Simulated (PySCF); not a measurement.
propargyl chloride, C3H3Cl, SMILES C#CCCl, point group Cs.

Force field and properties: PBE0/pcSseg-1 (PySCF, grid level 2). Vibrational terms come from second-order perturbation theory with semi-diagonal cubic constants, by steps of ±0.6 along the normal coordinates of each isotopologue. The parent has the commonest isotopes.

Equilibrium geometry (Å):

| atom | x | y | z |
| --- | --- | --- | --- |
| C1 | 1.7070 | -0.3648 | -0.0147 |
| C2 | 0.5427 | -0.0732 | 0.0207 |
| C3 | -0.8526 | 0.2940 | 0.0782 |
| Cl4 | -1.8826 | -0.7133 | -1.0036 |
| H5 | 2.7406 | -0.6273 | -0.0489 |
| H6 | -1.2465 | 0.1713 | 1.0905 |
| H7 | -0.9953 | 1.3329 | -0.2305 |

Question: Give the equilibrium and ground-state rotational constants (MHz) of parent; ¹³C at 1; ²H at 5; ¹³C at 1, ³⁷Cl at 4; ¹³C at 3; ³⁷Cl at 4; ²H at 5, ²H at 6, ²H at 7.

Answer: 
```json
{"species": "parent", "Ae": "24843", "Be": "3044.6", "Ce": "2759.3", "A0": "24775", "B0": "3036", "C0": "2748.4", "Δ0 (u Å²)": "-2.979", "harmonic ZPE (cm⁻¹)": "10504"}
{"species": "¹³C at 1", "Ae": "24639", "Be": "2946.1", "Ce": "2675.8", "A0": "24571", "B0": "2937.9", "C0": "2665.3", "Δ0 (u Å²)": "-2.977", "harmonic ZPE (cm⁻¹)": "10469"}
{"species": "²H at 5", "Ae": "23903", "Be": "2857.1", "Ce": "2593.7", "A0": "23848", "B0": "2849.6", "C0": "2584", "Δ0 (u Å²)": "-2.966", "harmonic ZPE (cm⁻¹)": "9867"}
{"species": "¹³C at 1, ³⁷Cl at 4", "Ae": "24484", "Be": "2882", "Ce": "2621", "A0": "24417", "B0": "2873.9", "C0": "2610.8", "Δ0 (u Å²)": "-2.976", "harmonic ZPE (cm⁻¹)": "10464"}
{"species": "¹³C at 3", "Ae": "23993", "Be": "3044.5", "Ce": "2748.5", "A0": "23931", "B0": "3036.2", "C0": "2737.7", "Δ0 (u Å²)": "-2.973", "harmonic ZPE (cm⁻¹)": "10462"}
{"species": "³⁷Cl at 4", "Ae": "24690", "Be": "2979", "Ce": "2703.5", "A0": "24623", "B0": "2970.6", "C0": "2692.8", "Δ0 (u Å²)": "-2.978", "harmonic ZPE (cm⁻¹)": "10500"}
{"species": "²H at 5, ²H at 6, ²H at 7", "Ae": "18648", "Be": "2831.2", "Ce": "2536.5", "A0": "18589", "B0": "2823.7", "C0": "2527", "Δ0 (u Å²)": "-6.175", "harmonic ZPE (cm⁻¹)": "8404"}
```

Δ0 = Ic − Ia − Ib from the ground-state constants.

Question: How is the parent's vibrational correction B0 − Be made up?

Answer: 
```tsv
axis	harmonic	Coriolis	cubic	total (MHz)
a	161	-32.9	-196	-68.3
b	4.18	-0.715	-12	-8.55
c	1.96	-1.1	-11.8	-10.9
```

Question: And its quartic centrifugal distortion constants from the harmonic force field?

Answer: Asymmetric top, A reduction, Ir representation: ΔJ = 1.47 kHz, ΔJK = -49.9 kHz, ΔK = 760 kHz, δJ = 0.304 kHz, δK = 5.59 kHz.

A mode lies under 250 cm⁻¹, where this perturbation treatment is rough.
